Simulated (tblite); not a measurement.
C₄H₆NO (doublet state).
Atom-mapped SMILES: `[CH3:1]/[CH:2]=[C:3]\[C:4]([NH2:5])=[O:6]` (hydrogens: H7, H8, H9 on C1; H10 on C2; H11, H12 on N5)

Computed geometry: GFN2-xTB, gas phase. This method treats the open shell by occupation alone, without spin polarisation.

Problem. List the bond lengths, angles and torsions at this level.

Solution. 
| bond | length (Å) |
| --- | --- |
| C1–C2 | 1.510 |
| C2=C3 | 1.288 |
| C3–C4 | 1.410 |
| C4–N5 | 1.375 |
| C4=O6 | 1.225 |
| C1–H7, C1–H8, C1–H9 | 1.088 |
| C2–H10 | 1.087 |
| N5–H11 | 1.006 |
| N5–H12 | 1.004 |

Bonds in one row agree within 0.01 Å and their mean is given. A selection of angles:
| angle | degrees |
| --- | --- |
| C2–C1–H7 | 110.7 |
| C2–C1–H8 | 109.6 |
| H7–C1–H8 | 109.6 |
| C1–C2–C3 | 126.1 |
| C1–C2–H10 | 113.8 |
| C3–C2–H10 | 120.1 |
| C2–C3–C4 | 159.6 |
| C3–C4–N5 | 114.9 |
| C3–C4–O6 | 123.0 |
| N5–C4–O6 | 122.0 |
| C4–N5–H11 | 117.4 |
| C4–N5–H12 | 121.0 |
| H11–N5–H12 | 118.6 |

Dihedral angles: C1–C2–C3–C4 -15° (synperiplanar); C2–C3–C4–N5 114° (anticlinal). The mirror-image conformer, all signs reversed, is as good.

C2 (carbon bonded to 2 C and H) is planar (angles 126.1°, 120.1° and 113.8°, sum 360.0°, 0.01 Å off the plane of its three neighbours). C3 (carbon bonded to 2 C) is bent (angle 159.6°). N5 (nitrogen bonded to C and 2 H) is almost planar (angles 121.0°, 118.6° and 117.4°, sum 357.1°, 0.11 Å off the plane of its three neighbours). The C–C distances run from 1.288 Å (C2=C3, drawn double) to 1.510 Å (C1–C2, drawn single), a spread of 0.222 Å. C4 (carbon bonded to C, N and O) is planar (angles 123.0°, 122.0° and 114.9°, sum 360.0°, 0.02 Å off the plane of its three neighbours).

Point group: C1 (no symmetry element, even within 0.4 Å). Its GFN2-xTB frequencies are all real (lowest 56 cm⁻¹). Torsions: C2–C3–C4–N5 114°, C3–C4–N5–H -174° and -13°.
